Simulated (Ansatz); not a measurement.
Born–Oppenheimer molecular dynamics of CH₈Si₂ (11 atoms, charge 0, multiplicity 1). It starts from a relaxed structure.

Computed with Ansatz 0.2.0, RKS PBE/6-31G.

| Item | Value |
| --- | --- |
| ensemble | NVT, Nosé–Hoover chain |
| time step | 0.5 fs |
| steps asked | 166 |
| set temperature | 500 K |
| thermostat | time constant 20 fs, chain length 3 |
| masses | H 2.014 u |
| seed | 711567 |

First frame:

```xyz
11
Properties=species:S:1:pos:R:3
Si -0.170 0.115 0.052
C 0.202 -0.011 1.941
H -0.721 -0.221 2.505
H 0.925 -0.819 2.140
H 0.628 0.938 2.307
H 1.106 0.438 -0.706
H -1.139 1.256 -0.207
Si -1.093 -1.888 -0.817
H -2.382 -2.247 -0.102
H -1.403 -1.759 -2.295
H -0.134 -3.050 -0.644
```

Task: How far do the bonds stretch over the last three quarters of this one trajectory? (Pairs bonded in most of those frames.)

Result: 
```tsv
bond	mean (Å)	spread (Å)	shortest	longest
Si1–C2	1.946	0.029	1.91	2.00
Si1–H6	1.530	0.018	1.50	1.56
Si1–H7	1.556	0.082	1.41	1.67
Si1–Si8	2.411	0.021	2.37	2.44
C2–H3	1.104	0.030	1.05	1.16
C2–H4	1.115	0.061	1.02	1.21
C2–H5	1.107	0.022	1.07	1.15
Si8–H9	1.519	0.008	1.51	1.54
Si8–H10	1.521	0.005	1.51	1.53
Si8–H11	1.523	0.033	1.47	1.57
```

Mean temperature of the second half: 432 K. The conserved energy stayed within 0.28 meV per atom of its start (net change 0.23 meV per atom), so the integration is sound. The mean temperature of the second half is 14 % below the set value. A run of 0.083 ps of so small a system gives no equilibrium averages. Limits of this set-up: no polarisation functions.

Time of the run: 6 min on 1 thread of Arm Neoverse V1 (shared host), peak memory 0.098 GiB.
